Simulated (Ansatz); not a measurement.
Species: hydrogen fluoride, HF (charge 0, singlet). SMILES: F
Structure (B3LYP-D3(BJ)/def2-TZVP (Ansatz, a program for electronic structure) minimum search):
```xyz
2

F      0.0000     0.0000    -0.0925
H      0.0000     0.0000     0.8321
```
Charge 0, spin multiplicity 1.

Parts of the frozen-core correlation energy in STO-3G (Ansatz, hartree). Frozen orbitals: 1; correlated occupied orbitals by spin: 4 and 4; virtual: 1 and 1. No spin-orbit coupling. Non-relativistic.

```
term                           value
-------------------------  ---------
reference (HF)             -98.57153
MP2 opposite-spin                ___
MP2 same-spin                    ___
CCSD correlation            -0.02640
(T)                              ___
FCI minus CCSD(T)            0.00000
T1 diagnostic                  0.004
largest doubles amplitude      0.112
```

**Question.** What belongs in the gaps?

**Answer.** 
- MP2 opposite-spin, value: -0.01764
- MP2 same-spin, value: 0.00000
- (T), value: 0.00000
